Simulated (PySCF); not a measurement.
A species of formula C3H5NS has this rotational fingerprint, computed with PySCF, PBE0-D3(BJ)/def2-SVP geometry optimisation, gas phase:

- Rotational constants: A = 25124, B = 1488, C = 1442 MHz
- Dipole components: |μa| = 2.55 D, |μb| = 1.05 D, |μc| = 0.80 D
- Inertial defect: -9.24 u·Å²
- κ: -1.00

Question: Which structure is it? (One computed conformer of each.)
A. `[CH3:1][S:2][CH2:3][C:4]#[N:5]` with C1–S2–C3–C4 -62°
B. `[N:1]#[C:2][CH2:3][CH2:4][SH:5]` with C2–C3–C4–S5 -178°, C3–C4–S5–H -70°
C. `[CH3:1][CH2:2][N:3]=[C:4]=[S:5]` with C1–C2–N3–C4 -1°

Answer: B. It is N#CCCS, a near-prolate asymmetric top. The candidates at the same level (rigid rotor, commonest isotopes):

```
 SMILES  A (MHz)  B (MHz)  C (MHz)  μa (D)  μb (D)  μc (D)  Δ (u·Å²)  point group                        rotor
 N#CCCS    25124     1488     1442    2.55    1.05    0.80     -9.24            –  near-prolate asymmetric top
 CSCC#N     7753     2600     2159    2.33    0.79    1.85    -25.47           C1               asymmetric top
CCN=C=S    17438     1620     1510    3.84    0.21    0.00     -6.34           Cs  near-prolate asymmetric top
```

`CSCC#N` has B 75 % too high; `CCN=C=S` has A 31 % too low. No structure here is proved a minimum.
